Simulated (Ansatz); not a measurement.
# Si2HCl (SMILES [SiH]#[Si]Cl): one structure at several levels

The atoms stand at a structure displaced at random from a GFN2-xTB minimum. How far do the functionals agree with CCSD(T) there?

Computed with Ansatz 0.2.0, Gaussian basis. Level: single points in def2-TZVPP.

Correlated methods freeze the cores.

## 1. The system as given

SMILES `[SiH]#[Si]Cl`, 4 atoms, charge 0, spin multiplicity 1.

Atoms are counted from 1 here; the program's logs count them from 0.

Bond lengths: Si1–Si2 2.272 Å, Si1–H4 1.263 Å, Si2–Cl3 2.256 Å. Angles: Si2–Si1–H4 169.5°, Si1–Si2–Cl3 93.8°.

Geometry (Å):

```tsv
atom	x (Å)	y (Å)	z (Å)
Si1	-0.6358	0.2144	-0.8243
Si2	0.6202	-1.3387	0.2577
Cl3	1.5156	0.1619	1.6849
H4	-1.2800	1.2149	-1.2478
```

## 2. CCSD(T)/def2-TZVPP

Contents of run/in.yaml:

```yaml
crystal:
  periodic: [false, false, false]
  atoms:
    - {symbol: Si, position_ang: [-0.635800, 0.214400, -0.824300]}
    - {symbol: Si, position_ang: [0.620200, -1.338700, 0.257700]}
    - {symbol: Cl, position_ang: [1.515600, 0.161900, 1.684900]}
    - {symbol: H, position_ang: [-1.280000, 1.214900, -1.247800]}
basis:
  gaussian: {orbitals: def2-TZVPP}
correlation: {method: ccsd_t}
output: {forces: true}
```

The command line of these runs was not kept.

## 3. PBE0-D4/def2-TZVPP

Changes to run/in.yaml since step 2:

```diff
@@ -9,3 +9,3 @@
   gaussian: {orbitals: def2-TZVPP}
-correlation: {method: ccsd_t}
-output: {forces: true}
+hamiltonian: {xc: pbe0, dispersion: d4}
+output: {forces: true, orbitals: {seedname: orbitals}}
```

## 4. wB97M-V/def2-TZVPP

Changes to run/in.yaml since step 3:

```diff
@@ -9,3 +9,3 @@
   gaussian: {orbitals: def2-TZVPP}
-hamiltonian: {xc: pbe0, dispersion: d4}
-output: {forces: true, orbitals: {seedname: orbitals}}
+hamiltonian: {xc: {name: wB97M-V}}
+output: {forces: true}
```

## 5. r2SCAN-D4/def2-TZVPP

Changes to run/in.yaml since step 4:

```diff
@@ -9,3 +9,3 @@
   gaussian: {orbitals: def2-TZVPP}
-hamiltonian: {xc: {name: wB97M-V}}
+hamiltonian: {xc: r2scan, dispersion: d4}
 output: {forces: true}
```

## 6. PBE-D4/def2-TZVPP

Changes to run/in.yaml since step 5:

```diff
@@ -9,3 +9,3 @@
   gaussian: {orbitals: def2-TZVPP}
-hamiltonian: {xc: r2scan, dispersion: d4}
+hamiltonian: {xc: pbe, dispersion: d4}
 output: {forces: true}
```

## 7. revPBE-D4/def2-TZVPP

Changes to run/in.yaml since step 6:

```diff
@@ -9,3 +9,3 @@
   gaussian: {orbitals: def2-TZVPP}
-hamiltonian: {xc: pbe, dispersion: d4}
+hamiltonian: {xc: {name: revPBE}, dispersion: d4}
 output: {forces: true}
```

## 8. HSE06-D4/def2-TZVPP

Changes to run/in.yaml since step 7:

```diff
@@ -9,3 +9,3 @@
   gaussian: {orbitals: def2-TZVPP}
-hamiltonian: {xc: {name: revPBE}, dispersion: d4}
+hamiltonian: {xc: hse06, dispersion: d4}
 output: {forces: true}
```

(Steps that only read results are left out.)

Q: Predict the outcome of this session. Wanted: energy less free atoms, CCSD(T)/def2-TZVPP; RMS force component; RMS force error; HOMO and LUMO, PBE0-D4; T1 diagnostic.

**Answer**, as computed:

```
                                  quantity                                                                                              value
energy less free atoms, CCSD(T)/def2-TZVPP                                                                                      -772.6 kJ/mol
                       RMS force component                                                               2.856 to 2.947 eV/Å over the methods
                           RMS force error  PBE0-D4 0.124, wB97M-V 0.110, r2SCAN-D4 0.092, PBE-D4 0.128, revPBE-D4 0.150, HSE06-D4 0.117 eV/Å
                    HOMO and LUMO, PBE0-D4                                                                                 -5.97 and -3.90 eV
                             T1 diagnostic                                                                                              0.023
```

Against CCSD(T) the functionals' energies less atoms differ by -80.2 to -41.1 kJ/mol, PBE-D4 by -80.2 kJ/mol. A larger basis would deepen the CCSD(T) value, while the functionals are nearly converged already, so the order here is not reliable. For forces r2SCAN-D4 does best and revPBE-D4 worst. The restricted Hartree–Fock reference is unstable towards an unrestricted one at one or more of these structures.
